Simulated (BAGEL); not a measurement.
**SiH4O (silanol) at HF/STO-3G (density fitting with qzvpp-jkfit)**

What is the vertical singlet–triplet gap of SiH4O (silanol) at HF/STO-3G (density fitting with qzvpp-jkfit)? 

The calculation is run with BAGEL 1.2.2.

4 further runs of the same task are left out: 4 that didn't finish. Runs told in other sessions of the task aren't counted.

### 1 The system as given

SiH4O has 6 atoms, charge 0, and is taken as a singlet. As SMILES, `O[SiH3]`. The coordinates come from a PBE0-D4/def2-TZVP relaxation.

Bond lengths: O1–Si2 1.648 Å, O1–H3 0.957 Å, Si2–H4 1.489 Å, Si2–H5 1.481 Å, Si2–H6 1.489 Å. Angles: O1–Si2–H4 111.7°, O1–Si2–H5 105.9°, O1–Si2–H6 111.7°, Si2–O1–H3 117.9°, H4–Si2–H5 109.9°, H4–Si2–H6 107.9°, H5–Si2–H6 109.9°.

### 2 The energy at HF/STO-3G (density fitting with qzvpp-jkfit)

Contents of input.json:

```json
{ "bagel": [

{
  "title": "molecule",
  "basis": "sto-3g",
  "df_basis": "qzvpp-jkfit",
  "angstrom": true,
  "geometry": [
    { "atom": "O", "xyz": [       0.636700,      -1.030300,       0.419000 ] },
    { "atom": "Si", "xyz": [      -0.035700,       0.346500,      -0.187000 ] },
    { "atom": "H", "xyz": [       0.069100,      -1.629200,       0.904700 ] },
    { "atom": "H", "xyz": [      -1.128300,       0.045700,      -1.152800 ] },
    { "atom": "H", "xyz": [       1.060500,       1.064900,      -0.875600 ] },
    { "atom": "H", "xyz": [      -0.602300,       1.202400,       0.891700 ] }
  ]
},

{
  "title": "hf"
},

{
  "title": "print",
  "file": "orbitals.molden",
  "orbitals": true
}

]}
```

Launch:

```console
$ BAGEL_NUM_THREADS=1 BAGEL input.json > input.out
```

What it wrote:

```text
* using 1 threads per process

  ===============================================================
  ===============================================================

  *** Geometry ***

  { "atom" : "O", "xyz" : [      1.203189,     -1.946985,      0.791795 ] },
  { "atom" : "Si", "xyz" : [     -0.067463,      0.654790,     -0.353379 ] },
  { "atom" : "H", "xyz" : [      0.130580,     -3.078742,      1.709635 ] },
  { "atom" : "H", "xyz" : [     -2.132178,      0.086360,     -2.178476 ] },
  { "atom" : "H", "xyz" : [      2.004055,      2.012369,     -1.654644 ] },
  { "atom" : "H", "xyz" : [     -1.138182,      2.272207,      1.685069 ] },

  Number of auxiliary basis functions:      277

  Since a DF basis is specified, we compute 2- and 3-index integrals:
    o Being stored without compression. Storage requirement is 0.001 GB

  Number of basis functions:       18
  Number of electrons      :       26

    * METHOD: MOLECULE                             0.05

  *** RHF ***

  === Nuclear Repulsion ===
    64.7548917775

      * DIIS with orbital gradients will be used.

  === RHF iteration (sto-3g) ===
      0       -361.71467788          0.02066180           0.00
      1       -361.76002293          0.00463446           0.00
      2       -361.76250875          0.00090109           0.00
      3       -361.76265550          0.00007511           0.00
      4       -361.76265693          0.00002160           0.00
      5       -361.76265706          0.00000364           0.00
      6       -361.76265706          0.00000070           0.00
      7       -361.76265706          0.00000013           0.00
      8       -361.76265706          0.00000002           0.00
      9       -361.76265706          0.00000000           0.00
    * SCF iteration converged.

    * Permanent dipole moment:
           (    0.487970,    -0.021834,    -0.113652) a.u.

    * METHOD: HF                                   0.06

    * METHOD: PRINT                                0.00

  ===============================================================
```

Wall time 0.24 s (1 thread of Arm Neoverse V1, shared host).

### 3 The triplet

Contents of hf.json:

```json
{ "bagel": [

{
  "title": "molecule",
  "basis": "sto-3g",
  "df_basis": "qzvpp-jkfit",
  "angstrom": "true",
  "geometry": [
    { "atom": "O", "xyz": [    0.636700,   -1.030300,    0.419000 ] },
    { "atom": "Si", "xyz": [   -0.035700,    0.346500,   -0.187000 ] },
    { "atom": "H", "xyz": [    0.069100,   -1.629200,    0.904700 ] },
    { "atom": "H", "xyz": [   -1.128300,    0.045700,   -1.152800 ] },
    { "atom": "H", "xyz": [    1.060500,    1.064900,   -0.875600 ] },
    { "atom": "H", "xyz": [   -0.602300,    1.202400,    0.891700 ] }
  ]
},
{ "title": "uhf", "nopen": 2 },
{ "title": "print", "file": "orbitals.molden", "orbitals": "true" }

]}
```

Launch:

```console
$ BAGEL_NUM_THREADS=1 BAGEL hf.json > hf.out
```

What it wrote:

```text
* using 1 threads per process

  ===============================================================
  ===============================================================

  *** Geometry ***

  { "atom" : "O", "xyz" : [      1.203189,     -1.946985,      0.791795 ] },
  { "atom" : "Si", "xyz" : [     -0.067463,      0.654790,     -0.353379 ] },
  { "atom" : "H", "xyz" : [      0.130580,     -3.078742,      1.709635 ] },
  { "atom" : "H", "xyz" : [     -2.132178,      0.086360,     -2.178476 ] },
  { "atom" : "H", "xyz" : [      2.004055,      2.012369,     -1.654644 ] },
  { "atom" : "H", "xyz" : [     -1.138182,      2.272207,      1.685069 ] },

  Number of auxiliary basis functions:      277

  Since a DF basis is specified, we compute 2- and 3-index integrals:
    o Being stored without compression. Storage requirement is 0.001 GB

  Number of basis functions:       18
  Number of electrons      :       26

    * METHOD: MOLECULE                             0.05

  *** Open-shell HF ***

  === Nuclear Repulsion ===
    64.7548917775

      * DIIS with orbital gradients will be used.

  === UHF iteration (sto-3g) ===
      0       -361.28487463          0.03866079           0.00
      1       -361.37662960          0.02013108           0.00
      2       -361.41371226          0.01013094           0.00
      3       -361.42680964          0.00587602           0.00
      4       -361.43605970          0.00143481           0.00
      5       -361.43682476          0.00095186           0.00
      6       -361.43775384          0.00038028           0.00
      7       -361.43798219          0.00012729           0.00
      8       -361.43799661          0.00005504           0.00
      9       -361.43799845          0.00001610           0.00
     10       -361.43799888          0.00000965           0.00
     11       -361.43799916          0.00000505           0.00
     12       -361.43799928          0.00000110           0.00
     13       -361.43799928          0.00000036           0.00
     14       -361.43799928          0.00000015           0.00
     15       -361.43799928          0.00000008           0.00
     16       -361.43799928          0.00000006           0.00
     17       -361.43799928          0.00000005           0.00
     18       -361.43799928          0.00000002           0.00
     19       -361.43799928          0.00000001           0.00
     20       -361.43799928          0.00000000           0.00
    * SCF iteration converged.

    * S^2 (UHF) is 2.0028

    * Permanent dipole moment:
           (   -0.060417,     0.685498,    -0.372598) a.u.

    * METHOD: UHF                                  0.14

    * METHOD: PRINT                                0.00

  ===============================================================
```

Wall time 0.3 s (1 thread of Arm Neoverse V1, shared host).

### 4 What came out

At HF/STO-3G (density fitting with qzvpp-jkfit):

| quantity | value |
| --- | --- |
| singlet: total energy | -361.76266 Eh |
| singlet: dipole moment | 1.27 D |
| singlet: HOMO energy | -9.26 eV |
| singlet: LUMO energy | 13.34 eV |
| singlet: HOMO–LUMO gap | 22.60 eV |
| triplet: total energy | -361.43800 Eh |
| triplet: dipole moment | 1.99 D |
| triplet: ⟨S²⟩ | 2.003 |
| vertical energy of the triplet above the singlet | 8.834 eV |

What this shows: At this shape the triplet lies 8.83 eV (204 kcal/mol) above the singlet. In a minimal basis such a difference can be off by several eV, whatever the method.
